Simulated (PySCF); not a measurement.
**Ways to converge the SCF of BC (quartet)**

Aim: find out which solver settings change the answer for BC (quartet).

Method: method and basis as typed in the scripts; program: PySCF 2.14.0.

### Step 1. The starting structure

BC (quartet): 2 atoms, charge 0, spin multiplicity 4.

Bond lengths: B1–C2 1.373 Å.

### Step 2. The run that the others are compared with

Contents of input.py:

```python
from pyscf import gto, dft

mol = gto.M(
    atom='B 0 0 0; C 0 0 1.373',
    basis='6-31g*',
    charge=0,
    spin=3,
    verbose=3,
)
mf = dft.UKS(mol, xc='bp86')
mf = mf.density_fit(auxbasis='def2-universal-jkfit')
mf.kernel()
mf.stability(internal=True, external=True)
mf.dip_moment()
print('orbital energies (hartree):', [e[max(0, n-3):n+3].round(4) for e, n in zip(mf.mo_energy, mol.nelec)])
```

The run is started by

```console
OMP_NUM_THREADS=1 python input.py
```

The log of this run is left out.

Base result: E(SCF) = -62.642899 Eh, ⟨S²⟩ = 3.752, μ = 1.06 D, internal stable; real -> complex stable; UHF/UKS -> GHF/GKS unstable.

The bond length is a typed value, not an optimised one. The quartet is typed in the script; nothing here shows that it is the ground state.

### Step 3. DIIS space 12

Run 1 changes DIIS space: default → 12.

Contents of input.py:

```python
from pyscf import gto, dft

mol = gto.M(
    atom='B 0 0 0; C 0 0 1.373',
    basis='6-31g*',
    charge=0,
    spin=3,
    verbose=3,
)
mf = dft.UKS(mol, xc='bp86')
mf = mf.density_fit(auxbasis='def2-universal-jkfit')
mf.diis_space = 12
mf.kernel()
mf.stability(internal=True, external=True)
mf.dip_moment()
print('orbital energies (hartree):', [e[max(0, n-3):n+3].round(4) for e, n in zip(mf.mo_energy, mol.nelec)])
```

The run is started by

```console
OMP_NUM_THREADS=1 python input.py
```

### Step 4. Damping 0.95

Run 2 changes damping: none → 0.95.

input.py: that of step 2 with these lines changed.

```diff
@@ -11,2 +11,4 @@
 mf = mf.density_fit(auxbasis='def2-universal-jkfit')
+mf.damp = 0.95
+mf.diis_start_cycle = 8
 mf.kernel()
```

Before running it: what results should come out? Wanted: for each run, E(SCF); from base; gap, α spin; SCF dipole; after the SCF.

The runs gave:

```csv
run,E(SCF) (hartree),from base (eV),"gap, α spin (eV)",SCF dipole (D),after the SCF
base,-62.642899,0,5.19,1.06,unstable: UHF/UKS -> GHF/GKS
DIIS space 12,-62.642899,0.0000,5.19,1.06,unstable: UHF/UKS -> GHF/GKS
damping 0.95,-62.642899,0.0000,5.19,1.06,unstable: UHF/UKS -> GHF/GKS
```

What this shows: With DIIS space 12 or damping 0.95 the SCF ends at the base energy.
